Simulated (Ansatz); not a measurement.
Energy needed to pull apart C$_{2}$HO (SMILES [C]1=CO1), doublet, into free ground-state atoms, from the structure below (displaced at random from a GFN2-xTB minimum); no zero-point or spin–orbit terms; open-shell atoms are treated unrestricted, in their ground-state multiplicity.

```xyz
4
angstrom
C -0.6585 -0.9800 0.0471
C 0.2973 0.0009 0.1192
O -0.8670 0.4222 -0.4714
H 1.2382 0.5089 0.3178
```

Computed with Ansatz 0.2.0 (basis: def2-TZVPP); correlated methods freeze the cores; orbitals are unrestricted.

```csv
method,atomization energy (eV)
SPW92,19.54
PBE-D4,17.16
r2SCAN-D4,16.17
PBE0-D4,16.20
BHLYP-D4,14.69
wB97M-V,?
HF,?
MP2,15.94
CCSD,14.72
CCSD(T),15.27
```

(1) What does HF give? (To be estimated.)

(2) What does wB97M-V give? (An estimate is asked for; the value comes from the calculation.)

No T1 diagnostic of these runs exceeds 0.022. ⟨S²⟩ of the unrestricted Hartree–Fock references: 0.77 (a pure state has 0.75).

Results:

(1) Computed: 9.52 eV, which is about 5.76 eV less than CCSD(T)/def2-TZVPP.

(2) By the calculation: 16.06 eV, which is about 0.79 eV more than CCSD(T)/def2-TZVPP.

In triple zeta the MP2 and coupled-cluster atomization energies are still short of their basis limit by a few kcal/mol a bond, whereas those of the functionals are nearly converged, so these differences are not deviations from converged CCSD(T).

For scale, one of the runs: CCSD(T)/def2-TZVPP forces, 107 basis functions (an equivalent command: `ansatz run in.yaml --threads 4`). Time: 38 s of wall clock on 4 CPU threads; the host was shared. Peak host memory: 1.4 GiB.
